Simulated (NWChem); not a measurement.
**Correlation energy of sulfur dioxide (O₂S)**

```xyz
3

O      1.2504     0.0000    -0.3713
S      0.0000     0.0000     0.3713
O     -1.2504     0.0000    -0.3713
```
Charge 0, spin multiplicity 1.

All runs are NWChem calculations. All single points use one geometry, from PBE0/def2-SVP, a minimum by its harmonic frequencies.

Basis set: def2-SVP. Each correlation energy counts from its own Hartree-Fock reference.

| method | correlation energy (mHa) | difference from CCSD(T) |
|---|---|---|
| MP2 | -524.8 | +17.2 |
| SCS-MP2 | -502.9 | +39.2 |
| CR-CCSD[T] | -538.9 | +3.2 |
| CR-CCSD(T) | -536.7 | +5.3 |
| CCSD | -520.5 | +21.6 |
| CCSD+T(CCSD) | -545.0 | -3.0 |
| CCSD(T) | -542.0 | 0.0 |

The values span 42.1 mHa, from CCSD+T(CCSD) (lowest) to SCS-MP2 (highest). 

The correlated methods keep 7 core orbitals frozen. Coupled-cluster values serve here as a point of comparison, not as the truth.
